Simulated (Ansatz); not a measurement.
Relaxation of BF$_{2}$H (4 atoms, charge 0, multiplicity 1), to a largest force component of 0.03 eV/Å in at most 50 steps.

Level of theory: RKS PBE-D4/cc-pVDZ in Ansatz.

```xyz
4
Properties=species:S:1:pos:R:3:forces:R:3
B -0.855 0.000 0.221 0.06 0.00 0.06
H 1.328 0.000 1.181 -0.30 0.00 0.34
F 1.666 0.000 0.311 0.23 0.00 -0.40
F -1.015 0.000 -1.064 0.00 0.00 0.00
```

Where does it end, and by what steps?

The run converged. After 5 steps the energy has fallen by 0.070 eV; H2 moved furthest, 0.35 Å.

| step | energy less start (eV) | largest force component (eV/Å) | accepted |
| --- | --- | --- | --- |
| 0 | 0.0000 | 0.402 | yes |
| 1 | -0.0248 | 1.012 | yes |
| 2 | -0.0336 | 1.025 | yes |
| 3 | -0.0681 | 0.151 | yes |
| 4 | -0.0703 | 0.051 | yes |
| 5 | -0.0705 | 0.013 | yes |

```xyz
4
Properties=species:S:1:pos:R:3
B -0.663 0.000 0.226
H 1.045 0.000 0.967
F 1.849 0.000 0.438
F -1.108 0.000 -0.982
```

Whether the end is a true minimum wasn't checked by a vibrational analysis.

Run time: 5.1 s on 1 thread of Intel(R) Xeon(R) Platinum 8259CL CPU @ 2.50GHz (Skylake/Cascade Lake), on a shared host, peak memory 0.12 GiB.
